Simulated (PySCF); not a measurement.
## Property card for 1,2,3-trifluoropropane, `FCC(F)CF`

Compound: 1,2,3-trifluoropropane, C3H5F3.
Z-matrix (Å and degrees, PBE0-D3(BJ)/def2-SVP geometry), rows numbered from 1:
```
F 
C   1  1.3695
C   2  1.5061  1  110.76
F   3  1.3753  2  110.19  1    67.29
C   3  1.5163  2  113.17  1   -52.73
F   5  1.3699  3  109.03  2   -62.77
H   2  1.1027  1  109.15  3  -120.00
H   2  1.1027  1  108.98  3   120.58
H   3  1.1056  2  108.03  1  -174.15
H   5  1.1017  3  109.69  2   177.03
H   5  1.1016  3  109.40  2    57.06
```

PBE0-D3(BJ)/def2-SVP geometry optimisation, gas phase (PySCF):

```
Point group                  : C1
Rotational constants A, B, C : 4.209, 2.939, 2.068 GHz
```

From PBE0/def2-SVPD ground state, ΔSCF and vertical TDDFT (core frozen in the response) (PySCF):

```
Dipole moment                                                     : 1.60 D
HOMO energy                                                       : -9.60 eV
LUMO energy                                                       : 0.63 eV
HOMO–LUMO gap                                                     : 10.23 eV
Lowest singlet excitation                                         : 8.95 eV (138 nm, f = 0.027)
Strongest line among the 10 lowest singlet transitions            : S8 at 9.87 eV (126 nm, f = 0.067)
Lowest triplet excitation (Tamm–Dancoff)                          : 8.58 eV
Static isotropic polarisability                                   : 40.8 au
Vertical ionisation energy                                        : 11.85 eV
Electronic spatial extent ⟨r²⟩ about the centre of nuclear charge : 572 bohr²
```

PBE0/pcSseg-1 ground state and GIAO shieldings, non-relativistic (PySCF):

```
Lowest Hirshfeld atomic charge                              : -0.11 e on F1/F4/F6
Highest Hirshfeld atomic charge                             : +0.05 e on C3, H7, H8, H9, H10
13C chemical shifts (computed TMS as zero) by class         : 89.5 (C3), 79.5 (C2/C5) ppm
1H chemical shifts (computed TMS as zero) by class          : 4.82 (H8/H11), 4.52 (H7/H10), 4.26 (H9) ppm
Isotropic shieldings of nuclei other than C and H, by class : 407 (F4), 440 (F1/F6) ppm
Mayer bond orders between heavy atoms                       : F1–C2 0.90, C2–C3 1.00, C3–F4 0.88, C3–C5 1.01, C5–F6 0.89
```

B3LYP/pcJ-1 indirect spin-spin coupling, non-relativistic, gas phase; spin–dipole term left out for some pairs (PySCF):

```
Largest of the computed one-bond spin–spin couplings (means over like bonds) : 19F–13C -238.7 (F1–C2 and 1 like it), 19F–13C -232.8 (F4–C3), 13C–1H +158.9 (C2–H8 and 1 like it), 13C–1H +156.4 (C2–H7 and 1 like it), 13C–1H +151.8 (C3–H9), 13C–13C +45.4 (C2–C3 and 1 like it) Hz
```

delta-SCF UKS SCAN, pcX-2 on the ionised atom, pcseg-1 elsewhere, spin-free X2C (PySCF):

```
Core binding energies : C1s 293.7 (C2/C5), C1s 293.7 (C3), F1s 692.9 (F1/F6), F1s 693.0 (F4) eV
```

Monoisotopic mass (most abundant isotopes): 98.0343 u.

S1 lies 1.28 eV below the HOMO–LUMO gap; its leading configuration is HOMO→LUMO, weight 0.96. The largest Löwdin shares of the HOMO are 0.18 on C3, 0.16 on F4, 0.16 on C2 and 0.15 on F1. The principal polarisabilities are 39.0, 40.3 and 43.0 au; their mean is the isotropic value. The dipole matches unit charges of opposite sign 0.33 Å apart (1 e·Å = 4.8032 D). In wavenumbers S1 is 72200 cm⁻¹ (1 eV = 8065.54 cm⁻¹). The polarisability is 6.05 Å³ as a volume (1 au = 0.148185 Å³), or 0.82 au for each of the 50 electrons. The ΔSCF ionisation energy exceeds −ε(HOMO) by 2.25 eV with PBE0.

 NMR classes are plain means over equivalent atoms (diastereotopic ones count apart unless rotation or inversion swaps them), as if these changed places fast; in this geometry the members of some classes differ.

For the NMR shielding job (PBE0/pcSseg-1), on one thread of an x86-64 server, no GPU, shared host, this took 12 s wall.

One conformer stands for the species.
